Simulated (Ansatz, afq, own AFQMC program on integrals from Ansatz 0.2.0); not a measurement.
Two steps: Ansatz 0.2.0 writes the Fock matrix and Cholesky factors of the valence space, and afq projects on them the lowest state that overlaps trial and start.

```yaml
crystal:
  periodic: [false, false, false]
  atoms:
    - {symbol: O, position_ang: [0.000000, 0.000000, 0.000000]}
    - {symbol: O, position_ang: [0.000000, 0.000000, 1.345600]}
basis:
  gaussian: {orbitals: cc-pVDZ}
total_charge: 1
magnetization: {spin_polarized: true, initial_magnetization: 3}
correlation: {method: ccsd_t, electrons: outside_noble_gas, hamiltonian_folder: ham}
```

```sh
$ ansatz run in.yaml --threads 1 --pin off --events-out ev --progress --plain --max-ram 1843MiB
```

Options of the walk:

```
--method phaseless --trial cisd --walkers 60 --populations 1 --least-time 40 --time-step 0.005 --steps-per-block 50 --equilibration-blocks 28 --max-blocks 300 --target-error 0.0004 --factor-cut 1e-05 --start spin_pure --seed 2246 --release-times 0.24,0.51,0.99,1.62,2.4 --release-step 0.03 --release-every 4 --taylor-order 6
```

Times are imaginary, in 1/Eh. The walk had a cap of 486 s.

```
orbitals 26  electrons 7 4  factors 178 of 263
reference energy -149.10541702 Eh
CCSD correlation -0.30333196 Eh in 11 cycles, weight of the determinant in the CISD state 0.9048
energy of the start -149.407447 Eh
 block  time / (1/Eh)  mean weight  energy / Eh
     1     0.250  1.0016  -149.406781
     2     0.500  1.0010  -149.408618
     3     0.750  1.0015  -149.411218
     4     1.000  1.0029  -149.417058
     5     1.250  1.0025  -149.443484
     8     2.000  1.0000  -149.422445
    17     4.250  1.0004  -149.427020
    41    10.250  1.0006  -149.414461
    57    14.250  0.9977  -149.448044
    65    16.250  0.9967  -149.415732
    89    22.250  0.9977  -149.414741
   113    28.250  1.0024  -149.424542
   137    34.250  1.0015  -149.421383
   161    40.250  0.9979  -149.423078
   185    46.250  0.9980  -149.412998
   209    52.250  0.9995  -149.412254
   233    58.250  0.9994  -149.428598
   257    64.250  1.0004  -149.411595
   281    70.250  0.9983  -149.419025
   297    74.250  1.0011  -149.409643
   305    76.250  1.0033  -149.423117
   321    80.250  0.9981  -149.416207
blocks merged  error / Eh  count
     1  0.000384  300
     2  0.000452  150
     4  0.000538  75
     8  0.000592  37
    16  0.000734  18
    32  0.000880  9
released: time / (1/Eh)  energy / Eh  error  mean overlap
  0.24  -149.419296  0.000768  0.9976
  0.51  -149.418662  0.000517  1.0067
  0.99  -149.420574  0.000667  0.9985
  1.62  -149.420762  0.000851  0.9829
  2.40  -149.419125  0.001040  1.0098
energy -149.418181 +/- 0.000734 Eh
(rows thinned)
```

(1) Estimate how long the walk took on 1 thread of Arm Neoverse V2, with other jobs on the host.

The run passed its tests (sampling time, drift between the halves within three errors, error under three times the target), which doesn't prove that it has relaxed.

Against this walk (error 20.0 meV) on the same determinant: CCSD(T) 17.7 meV higher (within the noise), CCSDT(Q) 46.9 meV lower. The error is statistical and leaves out the bias of the constraint. None of these is a sure reference here. Released to 2.40 1/Eh the energy moves by -26 ± 35 meV (both errors), within twice the noise.

Cautions: constraint bias not in the error; error above the target (20.0 against 10.9 meV); lower spins were not checked; the search met a lower determinant of the same kind, perhaps of another symmetry (22 meV lower), and this one is a saddle point; the CCSD(T) amplitudes may be one of several solutions (largest double 0.11); the CCSDT(Q) amplitudes may be one of several solutions (largest double 0.13).

## Answers

(1) 2.9 min of wall time.

CCSDT and higher add their correlation energy to the determinant of the CCSD(T) run, since their own runs factorise the integrals more tightly (a shift of under 2 meV). A walk keeps the symmetry of its determinant, which the program's search chose and which needn't be the lowest solution, so a lower state of the same spin and another symmetry isn't excluded.
